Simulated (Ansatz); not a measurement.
**CCl4 (singlet): from Hartree-Fock to the top rungs, 6-31G**

An exercise on one series of results from a longer session: the logs are not shown, and one member is left open.

Program: Ansatz 0.2.0, Gaussian basis. Level of theory: 6-31G, core rule «outside noble gas», up to 21 orbitals frozen. These are calculated values, not measurements.

The runs, in order: UHF; CCSD(T) on RHF; BCCD(T) on RHF; CISD; CCSDT(Q) on RHF; CASSCF and MRCISD+Q, 8 electrons in 8 orbitals; CASSCF and MRCISD+Q(relaxed), 8 electrons in 8 orbitals; CASSCF and NEVPT2, 8 electrons in 8 orbitals.

17 further runs of the same task are left out: 17 set aside as unsound or not needed.

## The system

The geometry is an MP2(full)/6-31G* stationary point (not a proven minimum).

5 atoms, charge 0, spin multiplicity 1.

Atoms are counted from 1 here; the program's logs count them from 0.

Bond lengths: C1–Cl2 1.769 Å, C1–Cl3 1.769 Å, C1–Cl4 1.769 Å, C1–Cl5 1.769 Å. Angles: Cl2–C1–Cl3 109.5°, Cl2–C1–Cl4 109.5°, Cl2–C1–Cl5 109.5°, Cl3–C1–Cl4 109.5°, Cl3–C1–Cl5 109.5°, Cl4–C1–Cl5 109.5°.

The first run:

in.yaml

```yaml
crystal:
  periodic: [false, false, false]
  atoms:
    - {symbol: C, position_ang: [0.000000, 0.000000, 0.000000]}
    - {symbol: Cl, position_ang: [1.021340, 1.021340, 1.021340]}
    - {symbol: Cl, position_ang: [-1.021340, -1.021340, 1.021340]}
    - {symbol: Cl, position_ang: [-1.021340, 1.021340, -1.021340]}
    - {symbol: Cl, position_ang: [1.021340, -1.021340, -1.021340]}
basis:
  gaussian: {orbitals: 6-31G}
magnetization: {spin_polarized: true, initial_magnetization: 0}
hamiltonian: {xc: hf}
output: {orbitals: {seedname: orbitals}}
```

The run is started by

```bash
$ ansatz run in.yaml --threads 1 --pin off --events-out ev --progress --plain --max-ram 3956MiB --backend cpu
```

Among the steps run: UHF; CCSD(T) on RHF; BCCD(T) on RHF; CISD; CCSDT(Q) on RHF; CASSCF and MRCISD+Q, 8 electrons in 8 orbitals; CASSCF and MRCISD+Q(relaxed), 8 electrons in 8 orbitals; CASSCF and NEVPT2, 8 electrons in 8 orbitals.

One table of the session follows, with a row left open; its other results are not shown here.

It belongs to the step «Misses and costs». 

```
                    method  from RCCSDT(Q) (meV)
                       RHF               +8262.1
                      RMP2                +929.6
                      CISD               +1120.1
                     RCCSD                +260.1
                  RCCSD(T)                 +29.0
                   BCCD(T)                 +24.5
                    RCCSDT                 +10.2
                 RCCSDT(Q)                     0
           CASSCF frontier               +5271.9
           NEVPT2 frontier                +819.3
           MRCISD frontier                +513.4
         MRCISD+Q frontier                     ?
MRCISD+Q(relaxed) frontier                 +99.8
```

Q: Estimate the row for MRCISD+Q frontier from the others.

As computed: from RCCSDT(Q) (meV): +112.8. In the column «from RCCSDT(Q) (meV)» it lies between MRCISD+Q(relaxed) frontier (+99.8) and RCCSD (+260.1).

With the free atoms at the same levels and basis (separate runs), the atomisation energy is 8.509 eV at RCCSDT(Q), 8.489 eV at RCCSD(T), 4.632 eV at RHF.
